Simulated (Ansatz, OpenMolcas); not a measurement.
Ansatz → OpenMolcas

Ansatz 0.2.0 runs this on CH5BN (SMILES B[N]C):

job.yaml:
```yaml
crystal:
  periodic: [false, false, false]
  atoms:
    - {symbol: B, position_ang: [-0.373900, 1.096100, -0.965000]}
    - {symbol: N, position_ang: [0.058500, 0.275600, -0.008700]}
    - {symbol: C, position_ang: [0.339600, -0.835900, 0.776800]}
    - {symbol: H, position_ang: [-1.007800, 0.632300, -1.885400]}
    - {symbol: H, position_ang: [-0.143000, 2.276400, -0.921600]}
    - {symbol: H, position_ang: [-0.096400, -0.755000, 1.778600]}
    - {symbol: H, position_ang: [1.416200, -1.018200, 0.865300]}
    - {symbol: H, position_ang: [-0.101000, -1.728600, 0.304400]}
basis:
  gaussian:
    orbitals: def2-SVPD
magnetization:
  spin_polarized: true
  initial_magnetization: 1
hamiltonian:
  xc: r2scan
accuracy: high
output: {orbitals: {seedname: orbitals}}
```

```bash
$ ansatz run job.yaml --threads 1 --pin off --max-ram 3480MiB --events-out events.jsonl --progress --plain --runs-dir runs
```

Geometry: relaxed at PBE0-D4/def2-TZVP.

It gives a total energy of -120.508483 Eh.

Question: Write the same calculation for OpenMolcas 26.06 as an input file of the program's own.

Answer: This input was run:

test.input:
```
>>> EXPORT MOLCAS_PRINT=2
&GATEWAY
BasLib = $CurrDir
Coord
8
angstrom
B       -0.373900       1.096100      -0.965000
N        0.058500       0.275600      -0.008700
C        0.339600      -0.835900       0.776800
H       -1.007800       0.632300      -1.885400
H       -0.143000       2.276400      -0.921600
H       -0.096400      -0.755000       1.778600
H        1.416200      -1.018200       0.865300
H       -0.101000      -1.728600       0.304400
Basis = def2-SVPD
Group = NoSym
&SEWARD
GridInput
Grid=UltraFine
End of Grid
&SCF
UHF
Spin = 2
KSDFT = 2
1.0 MGGA_X_R2SCAN
1.0 MGGA_C_R2SCAN
Thresholds = 1e-10 1e-07 1e-07 1e-05
PrOrbitals = 1 1
```

```bash
$ export MOLCAS_MEM=1860
$ pymolcas test.input > test.log
```

(Basis files named in the input come from the Basis Set Exchange and aren't shown.)

Its energy is -120.508484 Eh, the same as the first but for the last digit, at most.
